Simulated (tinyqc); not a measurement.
Worked calculation: G0W0 on RHF in the sto-3g basis, for HF, spin multiplicity 1. One step of it, computed by the program tinyqc.

Task: G0W0 on Hartree-Fock: LUMO. W(p,q,m) = sqrt2 sum_ia (pq|ia) (X+Y)_ia,m; Sigma_c(x) = sum_(i,m) W^2/(x - e_i + w_m) + sum_(a,m) W^2/(x - e_a - w_m); solve x = e_p + Sigma_c(x) by Newton steps; Z = 1/(1 - dSigma/dx); 1 hartree = 27.211386 eV.

orbital energies (hartree): MO1 -25.895891, MO2 -1.488282, MO3 -0.599341, MO4 -0.466160, MO5 -0.466160, MO6 0.681802

Two-electron integrals over orbitals (pq|rs), unique and non-zero (hartree):
```
(11|11) 5.361670    (21|11) -0.498512   (21|21) 0.073528    (22|11) 1.191099
(22|21) -0.018490   (22|22) 0.858210    (31|11) 0.177110    (31|21) -0.023461
(31|22) 0.015693    (31|31) 0.025281    (32|11) -0.143442   (32|21) 0.009690
(32|22) -0.005022   (32|31) 0.021019    (32|32) 0.158600    (33|11) 1.039180
(33|21) -0.012303   (33|22) 0.767062    (33|31) -0.006818   (33|32) -0.060873
(33|33) 0.798758    (41|41) 0.029631    (42|41) 0.038666    (42|42) 0.177779
(43|41) -0.012723   (43|42) -0.046401   (43|43) 0.052592    (44|11) 1.263999
(44|21) -0.014204   (44|22) 0.874040    (44|31) 0.005124    (44|32) -0.076284
(44|33) 0.776420    (44|44) 0.997514    (51|51) 0.029631    (52|51) 0.038666
(52|52) 0.177779    (53|51) -0.012723   (53|52) -0.046401   (53|53) 0.052592
(54|54) 0.053770    (55|11) 1.263999    (55|21) -0.014204   (55|22) 0.874040
(55|31) 0.005124    (55|32) -0.076284   (55|33) 0.776420    (55|44) 0.889973
(55|55) 0.997514    (61|11) 0.184554    (61|21) -0.030016   (61|22) -0.001036
(61|31) -0.007083   (61|32) -0.025306   (61|33) 0.014914    (61|44) 0.004968
(61|55) 0.004968    (61|61) 0.027889    (62|11) -0.269747   (62|21) 0.005596
(62|22) -0.138739   (62|31) -0.020327   (62|32) -0.035775   (62|33) -0.046498
(62|44) -0.138465   (62|55) -0.138465   (62|61) 0.014379    (62|62) 0.100076
(63|11) -0.335213   (63|21) 0.006008    (63|22) -0.144396   (63|31) 0.002464
(63|32) 0.092570    (63|33) -0.132279   (63|44) -0.180975   (63|55) -0.180975
(63|61) -0.006634   (63|62) 0.060808    (63|63) 0.159344    (64|41) -0.011786
(64|42) -0.045856   (64|43) -0.011605   (64|64) 0.032303    (65|51) -0.011786
(65|52) -0.045856   (65|53) -0.011605   (65|65) 0.032303    (66|11) 0.897960
(66|21) -0.008731   (66|22) 0.694385    (66|31) 0.017638    (66|32) 0.077066
(66|33) 0.669140    (66|44) 0.656744    (66|55) 0.656744    (66|61) -0.010147
(66|62) -0.069294   (66|63) -0.011343   (66|66) 0.719247
```

excitation energies w (hartree): [1.210846, 1.210846, 1.551123, 2.372672, 26.633420]

X + Y, order 1>6, 2>6, 3>6, 4>6, 5>6:
$$\begin{pmatrix}
0.000000 & 0.000000 & 0.001224 & -0.001967 & 0.998953 \\
0.000000 & 0.000000 & -0.150057 & 0.948628 & 0.000177 \\
0.000000 & 0.000000 & 0.901472 & 0.093223 & -0.000048 \\
0.008597 & 0.973649 & 0.000000 & 0.000000 & 0.000000 \\
0.973649 & -0.008597 & 0.000000 & 0.000000 & 0.000000
\end{pmatrix}$$

Give: The 12 largest terms at x = e_p; Newton steps; quasiparticle energy of the LUMO; Hartree-Fock value.

Result:

The 12 largest terms at x = e_p (hartree; W for the signs of X + Y given):
```
q  m       W       term
3  3   0.190      0.013
2  4   0.142   4.45e-03
6  4  -0.094  -3.76e-03
3  4   0.103   2.88e-03
2  3   0.056   8.52e-04
5  1   0.044   8.39e-04
4  2   0.044   8.39e-04
1  5   0.039   2.92e-05
2  5   0.020   1.44e-05
1  4   0.018   1.16e-05
6  5  -0.014  -7.73e-06
1  3  -0.011   4.67e-06
```

Newton steps (hartree):
```
step      x  Sigma_c(x)      Z
0     0.682       0.019  0.991
1     0.701       0.019  0.991
2     0.701       0.019  0.991
```

quasiparticle energy of the LUMO = 19.064 eV

Hartree-Fock value = 18.553 eV
